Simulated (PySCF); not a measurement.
Job file and geometry (Å, from PBE0-D3(BJ)/def2-TZVP) of an NMR shielding run on `n1(C)nccn1`, C₃H₅N₃, PySCF 2.14.0, density-fitted response routines, GIAO wB97X-D/pcSseg-2 NMR shielding, non-relativistic, gas phase; density fitting, a coarse starting grid and PySCF grid level 2 are the driver's defaults:

```
$ OMP_NUM_THREADS=1 python probes_run.py task.json out

{"job": {"kind": "nmr", "xc": "wB97X-D", "basis": "pcSseg-2", "pop": false}, "charge": 0, "multiplicity": 1}
C     -1.684685    -0.103997    -0.636616
N     -0.333152    -0.024664    -0.148392
N      0.346650    -1.093618     0.204879
C      1.509339    -0.605274     0.623378
C      1.469736     0.783299     0.499682
N      0.283594     1.125010     0.007811
H     -2.379364     0.284386     0.109700
H     -1.901060    -1.150305    -0.834392
H     -1.774999     0.480702    -1.551150
H      2.292468    -1.256176     0.976146
H      2.213747     1.528970     0.727931
```

**Question.** Write the output of this run.

**Answer.** 
```
coarse grid: 9544 points
cycle   1  E = -281.4903215430  dE =  1.345e+00  |g| = 4.830e-01  |ddm| = 2.373e+00
cycle   2  E = -281.4802011174  dE =  1.012e-02  |g| = 5.903e-01  |ddm| = 5.430e-01
cycle   3  E = -281.5405903026  dE = -6.039e-02  |g| = 5.056e-02  |ddm| = 2.835e-01
cycle   4  E = -281.5410465324  dE = -4.562e-04  |g| = 2.951e-02  |ddm| = 6.145e-02
cycle   5  E = -281.5412372630  dE = -1.907e-04  |g| = 1.059e-02  |ddm| = 2.703e-02
cycle   6  E = -281.5412645772  dE = -2.731e-05  |g| = 1.515e-03  |ddm| = 1.389e-02
cycle   7  E = -281.5412661510  dE = -1.574e-06  |g| = 7.007e-04  |ddm| = 5.131e-03
final grid: 93464 points
cycle   8  E = -281.5544842621  dE = -2.090e-04  |g| = 6.509e-03  |ddm| = 5.241e-02
cycle   9  E = -281.5544868992  dE = -2.637e-06  |g| = 6.096e-03  |ddm| = 8.166e-03
cycle  10  E = -281.5544946027  dE = -7.704e-06  |g| = 1.326e-03  |ddm| = 3.914e-03
cycle  11  E = -281.5544949473  dE = -3.446e-07  |g| = 5.183e-04  |ddm| = 1.059e-03
cycle  12  E = -281.5544950049  dE = -5.754e-08  |g| = 9.599e-05  |ddm| = 4.135e-04
cycle  13  E = -281.5544950071  dE = -2.273e-09  |g| = 4.241e-05  |ddm| = 9.480e-05
cycle  14  E = -281.5544950078  dE = -6.193e-10  |g| = 9.151e-06  |ddm| = 6.302e-05
converged SCF energy = -281.5544950078

GIAO shielding tensors (ppm)
atom      isotropic    diamagn.    paramagn.     s11        s22        s33       span
  0 C      142.283     242.575    -100.292    115.310    125.810    185.728     70.418
  1 N      -17.027     319.817    -336.844   -159.360     27.673     80.607    239.966
  2 N     -111.423     321.597    -433.020   -332.374   -156.799    154.903    487.278
  3 C       42.835     255.995    -213.160    -45.043     42.875    130.673    175.716
  4 C       40.900     255.947    -215.047    -48.907     42.696    128.910    177.817
  5 N     -107.894     321.548    -429.443   -334.900   -158.495    169.713    504.613
  6 H       27.650      29.151      -1.501     24.291     25.812     32.848      8.558
  7 H       27.376      29.322      -1.945     22.820     27.487     31.823      9.003
  8 H       27.518      29.138      -1.619     23.586     26.527     32.442      8.857
  9 H       24.006      30.976      -6.970     22.118     24.002     25.898      3.780
 10 H       23.885      30.987      -7.101     22.024     23.752     25.879      3.855
```

**Question.** Turn these shieldings into chemical shifts. δ = σ(ref) − σ, references computed at the same level: TMS for 13C (σ = 186.29 ppm) and 1H (σ = 31.63 ppm); NH3 for 15N (σ = 262.16 ppm).

**Answer.** Averaging equivalent atoms: C 3/4: 144.4; C 0: 44.0; N 2/5: 371.8; N 1: 279.2; H 9/10: 7.69; H 6/7/8: 4.12 ppm. Experimental scales use liquid or dissolved standards, which lie at an offset from isolated NH3 (liquid NH3: subtract about 20 ppm). Unscaled 15N shifts of sp2 nitrogen come out 20 to 40 ppm too high even then.

Size and cost of the density-fitted run: 286 basis functions, 66 s wall time on 1 thread of an Arm Neoverse N1, shared host; peak memory 1.3 GiB.
